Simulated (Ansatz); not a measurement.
**A basis-limit estimate, worked out**

An elementary step of CH$_{5}$BO, closed shell (CH₅BO ([BH2][O][CH3]) → CH₂O ([CH2][O]) + BH₃ (still joined by a long B–O bond); bonds formed: B1–H4; bonds broken: C3–H4; bonds weakened to dative contacts: B1–O2). “Start” is the structure reached by relaxing down from the saddle towards the reactants; PBE0-D4/def2-TZVP structures. The saddle:

```json
{"atom": "B1", "x (Å)": "-0.9329", "y (Å)": "0.1295", "z (Å)": "0.3755"}
{"atom": "O2", "x (Å)": "-0.0670", "y (Å)": "-0.4987", "z (Å)": "-0.9785"}
{"atom": "C3", "x (Å)": "1.0285", "y (Å)": "-0.2210", "z (Å)": "-0.4943"}
{"atom": "H4", "x (Å)": "-0.1712", "y (Å)": "0.9685", "z (Å)": "0.8509"}
{"atom": "H5", "x (Å)": "-1.7999", "y (Å)": "0.6915", "z (Å)": "-0.2348"}
{"atom": "H6", "x (Å)": "-1.1584", "y (Å)": "-0.8174", "z (Å)": "1.0745"}
{"atom": "H7", "x (Å)": "1.7592", "y (Å)": "0.3614", "z (Å)": "-1.0750"}
{"atom": "H8", "x (Å)": "1.3418", "y (Å)": "-0.6135", "z (Å)": "0.4817"}
```

Computed with Ansatz 0.2.0 (basis: def2-TZVPP and def2-QZVPP); correlated methods freeze the cores.

Energies in eV:

| quantity | saddle | start |
| --- | --- | --- |
| Hartree–Fock, triple zeta (X = 3) | -3817.79065 | -3820.65324 |
| Hartree–Fock, quadruple zeta (X = 4) | -3817.98063 | -3820.84948 |
| MP2 correlation, X = 3 | -14.30482 | -14.11240 |
| MP2 correlation, X = 4 | -15.28385 | -15.11463 |
| CCSD(T) correlation, X = 3 | -15.67721 | -15.43540 |

(1) Work out the barrier at the basis limit: extrapolate Hartree–Fock as E(X) = E∞ + A exp(−7.88 √X) and the MP2 correlation as E(X) = E∞ + B X^−2.97 (the exponents that Neese and Valeev fitted for def2-TZVPP and QZVPP), then add CCSD(T) − MP2 in triple zeta.

The T1 diagnostic stays at or below 0.020.

Results:

(1) Each step is linear, so take the differences first (saddle − start): Hartree–Fock 2.86259 (X = 3) and 2.86885 (X = 4); MP2 correlation -0.19242 and -0.16922; CCSD(T) correlation -0.24181.
Two points give E∞ = E(4) + w [E(4) − E(3)], with w = 1/(exp(7.88 (2 − √3)) − 1) = 0.1377 for Hartree–Fock and w = 1/((4/3)^2.97 − 1) = 0.7407 for the correlation.
Hartree–Fock: 2.86885 + 0.1377 × 0.00626 = 2.8697 eV.
MP2 correlation: -0.16922 + 0.7407 × 0.02320 = -0.1520 eV.
CCSD(T) − MP2: -0.24181 − (-0.19242) = -0.0494 eV.
Sum: 2.8697 + (-0.1520) + (-0.0494) = 2.6683 eV, or 61.53 kcal/mol. Plain CCSD(T) in triple zeta gives 2.6208 eV, so the larger basis shifts the result by 0.0475 eV.

Labels in which every atom is bracketed show which atoms are joined, not bond orders.

For scale, one of the runs: CCSD(T)/def2-TZVPP, 163 basis functions, launched by `ansatz run in.yaml --threads 2 --pin off --events-out ev --progress --plain --max-ram 4352MiB`. Time: 18 s of wall clock on 2 CPU threads of an Arm Neoverse V2; the host was shared. Peak host memory: 1.3 GiB.
